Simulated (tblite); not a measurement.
Species: fulvene, C6H6.
Atom-mapped SMILES: `[CH2:1]=[C:2]1[CH:3]=[CH:4][CH:5]=[CH:6]1` (hydrogens: H7, H8 on C1; H9 on C3; H10 on C4; H11 on C5; H12 on C6)

Computed with GFN2-xTB (tblite), gas phase: Langevin dynamics at 600 K from the optimised GFN2-xTB geometry, time step 0.5 fs, friction 0.01 fs⁻¹, 2000 steps. The instantaneous temperature is 2·E(kin)/(3Nk) with all 3N coordinates.

```
t (fs)  T (K)  E(pot) above start (eV)  C1=C2 (Å)  C2–C3 (Å)  C3=C4 (Å)  C4–C5 (Å)  C5=C6 (Å)  C1–H7 (Å)
     0    523                    0.000      1.334      1.463      1.343      1.457      1.343      1.078
    50    490                    0.680      1.345      1.510      1.378      1.465      1.401      1.111
   100    419                    0.511      1.320      1.487      1.361      1.356      1.352      1.044
   150    563                    0.565      1.376      1.476      1.377      1.495      1.337      1.083
   200    575                    0.752      1.326      1.436      1.309      1.392      1.322      1.127
   250    410                    0.715      1.328      1.494      1.368      1.469      1.365      1.040
   300    595                    0.768      1.370      1.477      1.341      1.428      1.358      1.165
   350    643                    0.620      1.302      1.506      1.313      1.516      1.359      1.050
   400    480                    1.049      1.356      1.465      1.342      1.541      1.290      1.054
   450    794                    1.074      1.305      1.487      1.283      1.502      1.335      1.150
   500   1176                    0.707      1.363      1.450      1.318      1.524      1.388      1.115
   550    725                    1.098      1.306      1.377      1.397      1.475      1.300      1.012
   600    736                    1.296      1.331      1.422      1.287      1.450      1.348      1.188
   650    880                    0.770      1.301      1.482      1.307      1.533      1.361      1.047
   700    694                    1.161      1.325      1.401      1.402      1.420      1.316      1.134
   750    619                    1.073      1.344      1.439      1.344      1.509      1.430      1.049
   800    663                    0.863      1.282      1.422      1.360      1.562      1.284      1.072
   850    535                    0.873      1.340      1.428      1.315      1.515      1.313      1.089
   900    417                    0.954      1.337      1.424      1.336      1.508      1.352      1.045
   950    547                    0.354      1.332      1.414      1.328      1.495      1.340      1.085
  1000    491                    0.568      1.336      1.541      1.326      1.497      1.348      1.104
```

Problem. From 500 fs on, how do temperature and potential energy compare with equipartition?

Solution. The mean temperature of these 11 frames is 680 K against the target 600 K, and the mean potential energy 0.88 eV against 30 × kT/2 = 0.78 eV for 30 classical harmonic modes. For 12 atoms in a canonical ensemble the temperature itself scatters by T·√(2/(3N)) = 141 K; here its standard deviation is 200 K. The whole run lasts only 10 friction times of 100 fs, so these averages carry a wide statistical error.

Problem. What are the kinetic and total energies of the listed frame with the highest potential energy?

Solution. The one at 600 fs, 1.296 eV above the start. Its kinetic energy is 3NkT/2 = 1.141 eV at 736 K, so the sum is 2.44 eV; over the listed frames the sum runs from 0.81 to 2.53 eV, since the thermostat adds and removes energy.

Problem. How much do the listed bonds fluctuate from 500 fs on?

Solution. 
```csv
bond,at the start (Å),mean (Å),standard deviation (Å)
C1=C2,1.334,1.327,0.022
C2–C3,1.463,1.436,0.042
C3=C4,1.343,1.338,0.034
C4–C5,1.457,1.499,0.038
C5=C6,1.343,1.344,0.039
C1–H7,1.078,1.085,0.047
```

The motion is classical and holds no zero-point motion.

The cost below is that of the whole dynamics run. Hardware: one thread of an Intel Xeon Platinum 8488C, no GPU (shared host). Cost: 6.9 s of wall time, 0.19 GiB resident at most.
